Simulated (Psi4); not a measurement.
# UCCSD/6-311+G(d,p) run of [C3H6]+ (SMILES [CH2][CH+]C)

Aim: the vertical ionisation energy of [C3H6]+ at UCCSD/6-311+G**, from 2 runs. 

The calculation is run with Psi4 1.11.

1 further run of the same task is left out (set aside as unsound or not needed).

## (1) Starting point

[C3H6]+: 9 atoms, total charge +1, spin state doublet. As SMILES, `[CH2][CH+]C`. The shape is that of a GFN2-xTB optimisation. This is one conformer, not always the lowest.

Bond lengths: C1–C2 1.354 Å, C2–C3 1.449 Å, C1–H4 1.086 Å, C1–H5 1.085 Å, C2–H6 1.094 Å, C3–H7 1.101 Å, C3–H8 1.088 Å, C3–H9 1.102 Å. Some angles: C1–C2–C3 127.6°, C1–C2–H6 117.3°, C3–C2–H6 115.1°, C2–C1–H4 122.6°, C2–C1–H5 122.2°, C2–C3–H7 112.1°, C2–C3–H8 113.5°, C2–C3–H9 108.3°, H4–C1–H5 115.2°, H7–C3–H8 108.7°.

## (2) The energy at UCCSD/6-311+G(d,p)

Contents of c3h6.xyz:

```xyz
9
C3H6
C     -0.706350     0.799890    -0.918920
C      0.220110     0.442510     0.000920
C      0.372440    -0.844750     0.648730
H     -1.680010     0.323700    -0.983740
H     -0.538830     1.605560    -1.625670
H      0.947930     1.202530     0.301600
H      1.394910    -1.241020     0.545910
H     -0.329720    -1.595730     0.292530
H      0.319500    -0.692680     1.738640
```

Contents of run.py:

```python
import psi4

psi4.set_memory('1600 MB')
psi4.set_num_threads(1)
psi4.set_output_file('output.dat', False)

with open('c3h6.xyz') as f:
    atoms = ''.join(f.readlines()[2:])
geom = psi4.geometry('1 2\n' + atoms + 'symmetry c1')

psi4.set_options({
    'reference': 'uhf',
    'puream': True,
    'e_convergence': 1e-09,
    'd_convergence': 1e-08,
    'scf_type': 'pk',
    'num_frozen_docc': 3,
    'maxiter': 200,
})

e, wfn = psi4.energy("ccsd/6-311+G**", molecule=geom, return_wfn=True)
print(f'total energy {e:.8f} hartree = {e * 27.211386:.5f} eV')
for k, v in sorted(psi4.core.scalar_variables().items()):
    print(f'{k:45s} {v:18.10f}')
```

Launch:

```
$ python run.py
```

output.dat:

```text
[...]
  Running in c1 symmetry.
[...]
  Nuclear repulsion =   70.909503339435489
[...]
  Multiplicity = 2
[...]
  Nalpha       = 12
  Nbeta        = 11
[...]
    Number of basis functions: 102
[...]
   @UHF iter   1:  -116.69652022674296   -3.55291e-01   3.18430e-03 ADIIS/DIIS
[...]
   @UHF iter  16:  -116.79662831444344   -1.17382e-11   8.19515e-09 DIIS
[...]
   @S^2 Observed:                7.593795029E-01
[...]
    Orbital Energies [Eh]
    ---------------------
    Alpha Occupied:
       1A    -11.564510     2A    -11.540199     3A    -11.448377
       4A     -1.383498     5A     -1.210698     6A     -1.038379
       7A     -0.926646     8A     -0.870425     9A     -0.812583
      10A     -0.782308    11A     -0.757340    12A     -0.668085
    Alpha Virtual:
      13A     -0.151663    14A     -0.088563    15A     -0.062552
      16A     -0.055258    17A     -0.046648    18A     -0.027602
      19A     -0.018882    20A     -0.007806    21A     -0.003368
      22A      0.004450    23A      0.026858    24A      0.034583
      25A      0.054108    26A      0.091177    27A      0.099731
[...]
  @UHF Final Energy:  -116.79662831444344
   => Energetics <=
    Nuclear Repulsion Energy =             70.9095033394354886
    One-Electron Energy =                -290.2721309390065016
    Two-Electron Energy =                 102.5659992851275604
    Total Energy =                       -116.7966283144434385
  UHF NO Occupations:
  HONO-2 :   10  A 1.9987603
  HONO-1 :   11  A 1.9977713
[...]
 Multipole Moments:
 ------------------------------------------------------------------------------------
     Multipole            Electronic (a.u.)      Nuclear  (a.u.)        Total (a.u.)
 ------------------------------------------------------------------------------------
 L = 1.  Multiply by 2.5417464519 to convert [e a0] to [Debye]
 Dipole X            :         -0.3646330            0.2740080           -0.0906250
 Dipole Y            :          1.4198170           -0.9575109            0.4623061
 Dipole Z            :         -0.9059245            0.6483871           -0.2575374
 Magnitude           :                                                    0.5369035
[...]
      * MP2 total energy                      = -117.185697134190406
[...]
      * CCSD total energy                     = -117.230853762320834
```

On the terminal:

```text
total energy -117.23085376 hartree = -3190.01401 eV
CC D1 DIAGNOSTIC                                    0.0000000000
CC D2 DIAGNOSTIC                                    0.0000000000
CC NEW D1 DIAGNOSTIC                                0.0000000000
CC T1 DIAGNOSTIC                                    0.0257919654
CCSD CORRELATION ENERGY                            -0.4342254479
CCSD DOUBLES ENERGY                                -0.4342254479
CCSD ITERATIONS                                    20.0000000000
CCSD OPPOSITE-SPIN CORRELATION ENERGY              -0.3509283967
CCSD SAME-SPIN CORRELATION ENERGY                  -0.0832970512
CCSD SINGLES ENERGY                                 0.0000000000
CCSD TOTAL ENERGY                                -117.2308537623
CURRENT CORRELATION ENERGY                         -0.4342254479
CURRENT ENERGY                                   -117.2308537623
CURRENT REFERENCE ENERGY                         -116.7966283144
DD SOLVATION ENERGY                                 0.0000000000
HF KINETIC ENERGY                                 116.8374040028
HF POTENTIAL ENERGY                              -233.6340323173
HF TOTAL ENERGY                                  -116.7966283144
HF VIRIAL RATIO                                     1.9996510048
MP2 CORRELATION ENERGY                             -0.3890688197
MP2 DOUBLES ENERGY                                 -0.3890688197
MP2 OPPOSITE-SPIN CORRELATION ENERGY               -0.3034917246
MP2 SAME-SPIN CORRELATION ENERGY                   -0.0855770952
MP2 SINGLES ENERGY                                 -0.0000000000
MP2 TOTAL ENERGY                                 -117.1856971342
NUCLEAR REPULSION ENERGY                           70.9095033394
ONE-ELECTRON ENERGY                              -290.2721309390
PCM POLARIZATION ENERGY                             0.0000000000
PE ENERGY                                           0.0000000000
SCF ITERATION ENERGY                             -116.7966283144
SCF ITERATIONS                                     16.0000000000
SCF TOTAL ENERGY                                 -116.7966283144
TWO-ELECTRON ENERGY                               102.5659992851
```

Run time: 2.1 min. Hardware: 1 thread of Intel Xeon Platinum 8259CL at 2.50GHz (Skylake/Cascade Lake), shared host; peak memory 1.2 GiB.

## (3) Singlet [C3H6]2+ at the same level

Contents of c3h6.json:

```json
{
 "schema_name": "qcschema_input",
 "schema_version": 1,
 "molecule": {
  "schema_name": "qcschema_molecule",
  "schema_version": 2,
  "symbols": ["C", "C", "C", "H", "H", "H", "H", "H", "H"],
  "geometry": [-1.33480805, 1.51157303, -1.73650713, 0.41594762, 0.83622271, 0.00173855, 0.7038096, -1.59634614, 1.22592203, -3.17475879, 0.61170435, -1.85899918, -1.01824113, 3.03406868, -3.07207107, 1.79132809, 2.27245236, 0.5699414, 2.63599787, -2.34518792, 1.03162039, -0.6230805, -3.01549267, 0.55280158, 0.6037675, -1.30897549, 3.28555343],
  "molecular_charge": 2,
  "molecular_multiplicity": 1,
  "fix_symmetry": "c1",
  "fix_com": true,
  "fix_orientation": true
 },
 "driver": "energy",
 "model": {
  "method": "ccsd",
  "basis": "6-311+G**"
 },
 "keywords": {
  "reference": "rhf",
  "puream": true,
  "e_convergence": 1e-09,
  "d_convergence": 1e-08,
  "scf_type": "pk",
  "num_frozen_docc": 3
 }
}
```

Launch:

```
$ psi4 --qcschema c3h6.json -n 1 --memory 1600MB
```

stdout:

```text
[...]
  Running in c1 symmetry.
[...]
  Nuclear repulsion =   70.909503323575549
[...]
  Multiplicity = 1
[...]
  Nalpha       = 11
  Nbeta        = 11
[...]
    Number of basis functions: 102
[...]
   @RHF iter   1:  -116.05706509399641    2.84165e-01   3.37688e-03 ADIIS/DIIS
[...]
   @RHF iter  14:  -116.17162142354316   -2.11315e-11   6.45231e-09 DIIS
[...]
    Orbital Energies [Eh]
    ---------------------
    Doubly Occupied:
       1A    -11.897968     2A    -11.870502     3A    -11.698132
       4A     -1.661041     5A     -1.471531     6A     -1.311430
       7A     -1.218054     8A     -1.154872     9A     -1.066826
      10A     -1.009121    11A     -0.998981
[...]
  @RHF Final Energy:  -116.17162142354316
   => Energetics <=
    Nuclear Repulsion Energy =             70.9095033235755494
    One-Electron Energy =                -283.4453347502273459
    Two-Electron Energy =                  96.3642100031086244
    Total Energy =                       -116.1716214235431579
[...]
 Multipole Moments:
 ------------------------------------------------------------------------------------
     Multipole            Electronic (a.u.)      Nuclear  (a.u.)        Total (a.u.)
 ------------------------------------------------------------------------------------
 L = 1.  Multiply by 2.5417464519 to convert [e a0] to [Debye]
 Dipole X            :          0.5721585           -1.0752919           -0.5031335
 Dipole Y            :         -2.5032666            3.7572669            1.2540003
 Dipole Z            :          1.6360853           -2.5442327           -0.9081475
 Magnitude           :                                                    1.6280024
[...]
      * MP2 total energy                      = -116.541122717393691
[...]
      * CCSD total energy                     = -116.589081345861317
[...]
```

The result, in JSON:

```text
{
 "driver": "energy",
 "model": {
  "method": "ccsd",
  "basis": "6-311+G**"
 },
 "success": true,
 "return_result": -116.58908134586132,
 "properties": {
  "calcinfo_nbasis": 102,
  "calcinfo_nmo": 102,
  "calcinfo_nalpha": 11,
  "calcinfo_nbeta": 11,
  "calcinfo_natom": 9,
  "nuclear_repulsion_energy": 70.90950332357555,
  "return_energy": -116.58908134586132,
  "scf_one_electron_energy": -283.44533475022735,
  "scf_two_electron_energy": 96.36421000310862,
  "scf_dipole_moment": [-0.5031334730122671, 1.2540003137070417, -0.9081474906847165],
  "scf_total_energy": -116.17162142354316,
  "scf_iterations": 14,
  "mp2_same_spin_correlation_energy": -0.07638289985078012,
  "mp2_opposite_spin_correlation_energy": -0.2931183939992929,
  "mp2_singles_energy": -6.198999616399039e-26,
  "mp2_doubles_energy": -0.369501293850073,
  "mp2_correlation_energy": -0.369501293850073,
  "mp2_total_energy": -116.54112271739369,
  "ccsd_same_spin_correlation_energy": -0.07596515409642646,
  "ccsd_opposite_spin_correlation_energy": -0.3414947682212758,
  "ccsd_singles_energy": 0.0,
  "ccsd_doubles_energy": -0.41745992231770224,
  "ccsd_correlation_energy": -0.41745992231770135,
  "ccsd_total_energy": -116.58908134586132,
  "ccsd_iterations": 24
 }
}
```

Run time: 46 s. Hardware: 1 thread of Intel Xeon Platinum 8259CL at 2.50GHz (Skylake/Cascade Lake), shared host; peak memory 1.2 GiB.

## (4) Summary of results

At UCCSD/6-311+G**, 3 core orbitals frozen:

```
                                                                   quantity          value
                                              doublet [C3H6]+: total energy  -117.23085 Eh
doublet [C3H6]+: HOMO energy (Hartree–Fock orbitals) (highest over α and β)      -18.18 eV
 doublet [C3H6]+: LUMO energy (Hartree–Fock orbitals) (lowest over α and β)       -6.68 eV
               doublet [C3H6]+: correlation energy (3 core orbitals frozen)     -434.2 mEh
                         doublet [C3H6]+: ⟨S²⟩ of the reference determinant          0.759
                                             doublet [C3H6]+: T1 diagnostic          0.026
                                             singlet [C3H6]2+: total energy  -116.58908 Eh
                      singlet [C3H6]2+: HOMO energy (Hartree–Fock orbitals)      -27.18 eV
                      singlet [C3H6]2+: LUMO energy (Hartree–Fock orbitals)      -15.76 eV
                    singlet [C3H6]2+: HOMO–LUMO gap (Hartree–Fock orbitals)       11.42 eV
              singlet [C3H6]2+: correlation energy (3 core orbitals frozen)     -417.5 mEh
                                            singlet [C3H6]2+: T1 diagnostic          0.035
                       vertical ionisation energy (to the singlet dication)      17.464 eV
```

What this shows: Removing an electron at fixed nuclei costs 17.46 eV (403 kcal/mol). Only the singlet of the ionised species was computed; a triplet could lie lower. The T1 diagnostic (singlet [C3H6]2+) of 0.035 is above the customary mark for such species, so a single reference may not serve.
